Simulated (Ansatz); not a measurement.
## Scan of [BH2···H···CH3], doublet

Starting geometry:

| atom | x (Å) | y (Å) | z (Å) |
| --- | --- | --- | --- |
| B | -1.5149 | 0.0000 | 0.0000 |
| H | -2.1117 | 1.0336 | 0.0000 |
| H | -2.1117 | -1.0336 | 0.0000 |
| H | -0.3215 | 0.0000 | 0.0000 |
| C | 1.3941 | 0.0000 | 0.0000 |
| H | 1.3941 | -1.0800 | 0.0000 |
| H | 1.3941 | 0.5400 | 0.9353 |
| H | 1.3941 | 0.5400 | -0.9353 |

From there H4 is moved from one fragment to the other while all else, the fragments' distance too, stays fixed; atoms are numbered as listed. Energies are in kcal/mol, counted from the starting geometry at the same level.

Basis cc-pVDZ; Ansatz 0.2.0. Only valence electrons are correlated (noble-gas cores frozen). Prefix R: restricted or restricted open-shell reference; prefix U: unrestricted.

Full CI isn't at hand for all of this; UCCSDT(Q) serves as the reference, and is uncertain by about the last step of the cluster series.

```csv
distance B1-H4 (Å),UHF
1.194,0.0
1.283,4.3
1.462,17.5
1.640,23.7
1.819,23.9
```

Question: Estimate the UCCSDT(Q) curve in cc-pVDZ from this one, knowing how UHF errs.

Answer: The computed UCCSDT(Q) values, in kcal/mol from the starting point, and the error of UHF against them:
```
distance B1-H4 (Å)  UCCSDT(Q)  UHF less UCCSDT(Q)
             1.194        0.0                 0.0
             1.283        2.3                 2.0
             1.462       10.9                 6.6
             1.640       14.9                 8.8
             1.819       17.5                 6.4
```

The error spans 8.8 kcal/mol and is largest, 8.8 kcal/mol, at 1.640 Å.
